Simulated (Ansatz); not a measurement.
## SbH₂⁺, triplet along the distance Sb1-H2

Starting geometry (PBE0/def2-TZVP stationary point for this spin, not checked as a minimum):

```xyz
3

Sb    0.0000   -0.0136    0.0000
H     0.0000    0.8237   -1.4688
H     0.0000    0.8237    1.4688
```

From there H2 moves along the line of the two atoms named below, all else staying in place; atoms are numbered as listed. Energies are in eV, counted from the starting geometry at the same level.

Basis def2-SVP with its core potentials; Ansatz 0.2.0. Correlated methods freeze the noble-gas cores and the filled d shells of p-block atoms. R marks a restricted (for open shells ROHF) determinant. Active spaces: valence = (6e, 6o) chosen from the atoms' valence shells. No spin–orbit coupling is included; scalar relativity enters through the core potentials alone.

For open shells CISD is restricted-active-space CI with the open shells as a complete middle space. Runs in a small pair space aren't shown, since their orbitals change along the scan. A value is left out where its run failed or describes another state than the reference as far as symmetry and spin tell, or, spin-broken singlets apart, can't be checked.

Full CI is exact within this basis and frozen core; it isn't the basis-set limit.

```tsv
distance Sb1-H2 (Å)	full CI	unpaired electrons (full CI)	error RHF	error RMP2	error CISD	error CASSCF (valence space)	error MRCISD (valence space)	error MRCISD+Q (valence space)
1.371	1.283	2.02	-0.103	-0.054	–	0.034	-0.010	-0.010
1.530	0.256	2.03	-0.061	-0.032	-0.011	0.017	-0.004	-0.004
1.691	0.000	2.03	0.000	0.000	0.000	0.000	0.000	0.000
1.841	0.124	2.04	0.078	0.040	0.014	-0.014	0.002	0.002
2.062	0.559	2.06	0.237	0.118	0.044	-0.026	0.005	0.003
2.307	1.062	2.09	0.242	0.277	0.082	-0.029	0.004	0.001
2.674	1.494	2.07	-0.133	0.041	0.014	-0.049	0.004	0.001
3.153	1.637	2.05	-0.253	-0.038	-0.015	-0.113	-0.005	-0.003
3.783	1.673	2.04	-0.272	-0.044	-0.019	-0.134	-0.009	-0.006
4.455	1.685	2.04	-0.275	-0.044	-0.019	-0.138	-0.009	-0.006
5.840	1.690	2.04	-0.276	-0.044	-0.019	-0.139	-0.010	-0.007
```

Unpaired electrons are Σ n²(2−n)² over natural occupations. Errors are those of relative energies. In total energy the starting point itself misses full CI by: RHF 2.472, RMP2 0.630, CISD 0.116, CASSCF (valence space) 1.444, MRCISD (valence space) 0.045, MRCISD+Q (valence space) -0.001 eV.

Spread of the error over the points with a reference, to 5.840 Å (largest less smallest): MRCISD+Q (valence space) 0.013, MRCISD (valence space) 0.015, CISD 0.101 (10 of 11 points), CASSCF (valence space) 0.173, RMP2 0.331, RHF 0.519 eV.

Going outwards, the relative energy of CISD first misses by more than 0.043 eV (1 kcal/mol) at 2.062 Å.

Going outwards, the relative energy of CASSCF (valence space) first misses by more than 0.043 eV (1 kcal/mol) at 2.674 Å.

MRCISD+Q (valence space) stays parallel to the reference within 0.013 eV over the points shown.
